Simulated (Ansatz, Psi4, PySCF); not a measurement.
Gas-phase reaction in SMILES: NC=O -> [NH]C=O + H atom (the H-N bond breaks)

Quantity: bond dissociation energy (electronic), in kcal/mol. Set-up: no dispersion term unless named; open shells spin-unrestricted; 6-311+G** with 5d; non-relativistic; 6-31G* and kin with 6d, 5d where marked; valence correlation only; LANL2DZ all-electron up to Ne; spin-orbit terms left out. Basis-set limits of correlation are two-point, X^-3; Hartree-Fock from the larger set. The bracket is a focal-point correction in the basis named. First-principles rows: single points at B3LYP-D3(BJ) geometries (Ansatz, an electronic-structure program). A UHF reference is markedly spin-contaminated in at least one set, which strains HF and MP2.

Coupled cluster (Ansatz) is a level with limits of its own, used here on species with T1 under 0.025 (0.045 for open shells) and stable references: RI-MP2/CBS(aug-cc-pVTZ,aug-cc-pVQZ)+[CCSD(T)-MP2]/aug-cc-pVTZ.

Value to compare with, RI-MP2/CBS(aug-cc-pVTZ,aug-cc-pVQZ)+[CCSD(T)-MP2]/aug-cc-pVTZ (Ansatz): 124.1 kcal/mol.

| level | program | bond dissociation energy (electronic) (kcal/mol) | difference |
|---|---|---|---|
| HF/LANL2DZ | Ansatz | 100.0 | -24.1 |
| SVWN5/6-31G* | Ansatz | 134.6 | 10.5 |
| B3LYP/6-31G** | Ansatz | 120.8 | -3.3 |
| B3LYP/def2-SVP | Ansatz | 120.8 | -3.3 |
| wB97X-D/6-311+G** | Psi4 | 122.7 | -1.4 |
| MP2/STO-3G | Ansatz | 122.1 | -2.0 |
| MP2/LANL2DZ | Ansatz | 118.4 | -5.7 |
| MP2/6-311+G** | Ansatz | 121.0 | -3.1 |
| B3PW91/6-31G* (5d) | PySCF | 118.9 | -5.2 |
| PBE/def2-TZVPD | Ansatz | 120.0 | -4.1 |
| B3LYP/def2-TZVPD | Ansatz | 120.7 | -3.4 |
| PBE0/def2-TZVPD | Ansatz | 119.9 | -4.2 |

Among the 9 habitual levels, HF/LANL2DZ lies farthest from RI-MP2/CBS(aug-cc-pVTZ,aug-cc-pVQZ)+[CCSD(T)-MP2]/aug-cc-pVTZ (Ansatz) (-24.1 kcal/mol) and wB97X-D/6-311+G** nearest (-1.4); 1 of 9 lie above it, and their mean absolute difference is 6.5 kcal/mol, the median 3.3. One case shows no general order.

The levels are drawn from those run, B3LYP/6-31G* more often than the rest, none by its result; runs whose electronic state is in doubt are left out.
